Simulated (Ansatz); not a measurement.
```yaml
crystal:
  periodic: [false, false, false]
  atoms:
    - {symbol: N, position_ang: [0.000000, 0.000000, -1.432659]}
    - {symbol: B, position_ang: [0.000000, 0.000000, -0.185035]}
    - {symbol: P, position_ang: [0.000000, 0.000000, 1.617694]}
basis:
  gaussian: {orbitals: def2-TZVP}
magnetization: {spin_polarized: true, initial_magnetization: 3}
hamiltonian: {xc: pbe0}
relax: {f_tol: 0.004, max_steps: 80}
```

```sh
$ ansatz run in.yaml --threads 1 --pin off --events-out ev --progress --plain --max-ram 2176MiB
```

Steps of the relaxation (energy above the last step; positions in Å, forces in eV/Å):

```
3
step 1, 252.3 meV
N     0.000    0.000   -1.433    0.000    0.000   -5.828
B     0.000    0.000   -0.185    0.000    0.000    4.646
P     0.000    0.000    1.618    0.000    0.000    1.182
```

```
3
step 2, 16.8 meV
N     0.000    0.000   -1.484    0.000    0.000   -1.300
B     0.000    0.000   -0.173    0.000    0.000    0.968
P     0.000    0.000    1.657    0.000    0.000    0.332
```

```
3
step 3, 0.4 meV
N     0.000    0.000   -1.500    0.000    0.000   -0.191
B     0.000    0.000   -0.170    0.000    0.000    0.157
P     0.000    0.000    1.671    0.000    0.000    0.033
```

```
3
step 5, 0.0 meV
N     0.000    0.000   -1.503    0.000    0.000    0.000
B     0.000    0.000   -0.169    0.000    0.000    0.001
P     0.000    0.000    1.672    0.000    0.000   -0.001
```

Close pairs at the end: N1–B2 1.334 Å, B2–P3 1.842 Å.

A stationary point of unrestricted PBE0 after 5 steps, with ⟨S²⟩ = 3.787 against 3.75 for a pure state; no frequencies were run, so it isn't proven a minimum. 15 s on 1 thread of Intel Xeon 6975P-C, shared host.
